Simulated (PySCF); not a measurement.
Species: fluoromethylsilane, CH5FSi.
Structure used (PBE0-D3(BJ)/def2-SVP), in Å, numbered top down from 1:
```xyz
8
CH5FSi angstrom
C     -0.9481   -0.0013   -0.0583
Si     0.9112   -0.0736   -0.0275
F      1.5124    1.4072    0.2928
H     -1.3524    0.3133    0.9158
H     -1.3086    0.6979   -0.8277
H     -1.3525   -1.0006   -0.2889
H      1.4540   -0.4969   -1.3503
H      1.3926   -0.9949    1.0420
```

Method: core-valence-separated Tamm–Dancoff BHandHLYP/aug-pcX-1 (pcseg-1 on H, def2-SVPD on Si) in PySCF, non-relativistic, gas phase, PBE0-D3(BJ)/def2-SVP geometry. No empirical shift is added; at this level the pattern usually sits a few eV under experiment.

**Question.** What does the C 1s absorption edge look like?

**Answer.** 
```csv
E (eV),f,core hole on,main final orbital
285.26,0.0032,C1,LUMO (89 %)
285.70,0.0127,C1,LUMO+1 (87 %)
286.08,0.0557,C1,"spread (2 roots, f summed)"
286.84,0.0346,C1,LUMO+5 (35 %)
286.94,0.0012,C1,LUMO+2 (54 %)
287.27,0.0001,C1,LUMO+7 (66 %)
```

The first line with a tenth or more of the strongest one's intensity is at 285.70 eV (f = 0.013), with the hole on C1 (Si-methyl carbon). The strongest listed is at 286.08 eV (f = 0.056, sum of 2; C1).

**Question.** What does the F 1s absorption edge look like?

**Answer.** 
```json
{"E (eV)": "684.88", "f": "0.0118", "core hole on": "F3", "main final orbital": "LUMO+1 (72 %)"}
{"E (eV)": "686.30", "f": "0.0080", "core hole on": "F3", "main final orbital": "LUMO (60 %)"}
{"E (eV)": "686.97", "f": "0.0094", "core hole on": "F3", "main final orbital": "LUMO+2 (42 %)"}
{"E (eV)": "687.20", "f": "0.0158", "core hole on": "F3", "main final orbital": "LUMO+8 (43 %)"}
{"E (eV)": "687.65", "f": "0.0011", "core hole on": "F3", "main final orbital": "LUMO+2 (44 %)"}
{"E (eV)": "687.88", "f": "0.0024", "core hole on": "F3", "main final orbital": "LUMO+3/LUMO+4 (2 roots, f summed)"}
```

The first line with a tenth or more of the strongest one's intensity is at 684.88 eV (f = 0.012), with the hole on F3 (silicon-bound fluorine). The strongest listed is at 687.20 eV (f = 0.016; F3).

Roots within 0.03 eV whose holes lie on the same, on equivalent or on shared atoms are summed into one line, and the highest roots are left out, as the search may have cut off their partners. Final orbitals are the ground state's empty Kohn–Sham orbitals.

**Question.** What length of transition dipole belongs to the line at 285.70 eV?

**Answer.** From f = (2/3) ΔE |μ|² in atomic units, with ΔE = 10.499 Eh and f = 0.0127: |μ| = 0.043 au = 0.11 D.

The list ends where the root search ended, not at a threshold.

Hardware: one thread, Arm Neoverse V1, no GPU, on a shared host. Cost: 2.8 s.
